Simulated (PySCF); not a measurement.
dimethylamine (C₂H₇N), SMILES CNC. Atoms are numbered in the order given.

```xyz
10

C      0.0201    -0.2223     1.2121
N     -0.1470     0.5620     0.0000
C      0.0201    -0.2223    -1.2121
H      0.9791    -0.7642     1.2649
H     -0.7797    -0.9642     1.2771
H     -0.0569     0.4263     2.0857
H      0.5033     1.3376     0.0000
H      0.9791    -0.7642    -1.2649
H     -0.0569     0.4263    -2.0857
H     -0.7797    -0.9642    -1.2771
```

Coordinates come from a B3LYP-D3(BJ)/def2-TZVP optimisation.

Calculation: CAM-B3LYP/def2-TZVPD (PySCF).

Gas-phase values at a fixed geometry.

Computed frontier levels, gap, dipole moment and polarisability:
```yaml
highest_occupied_level: -7.84 eV
lowest_empty_level: 0.97 eV
orbital_gap: 8.81 eV
dipole_moment: 1.02 D
quadrupole, principal values (traceless, Buckingham form, about the centre of nuclear charge): -3.92, 1.34, 2.58 D·Å
mean_static_polarisability: 38.0 bohr³ (5.63 Å³)
polarisability_principal_values: 34.5, 37.3, 42.2 bohr³
```
